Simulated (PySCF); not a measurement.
Z-matrix (Å, degrees):
```
N
C 1 1.4547
H 2 1.1043 1 109.77
H 2 1.1043 3 108.16 1 -119.73
H 2 1.1193 3 107.79 4 -116.28
C 1 1.4547 2 112.21 3 56.91
H 6 1.1043 1 109.76 2 -175.67
H 6 1.1043 7 108.16 1 -119.74
H 6 1.1193 7 107.79 8 -116.29
C 1 1.4547 2 112.20 3 -175.67
H 10 1.1043 1 109.76 2 56.90
H 10 1.1043 11 108.16 1 -119.74
H 10 1.1193 11 107.79 12 -116.29
```
Charge 0, multiplicity 1.

Task: What HOMO–LUMO gap, HOMO and total energy does TPSSh-D3(BJ)/def2-TZVP // TPSS-D3(BJ)/def2-SVP in PySCF give?

Result: 
The HOMO–LUMO gap is 6.30 eV and the HOMO is -5.38 eV. The total energy is -4749.97 eV.
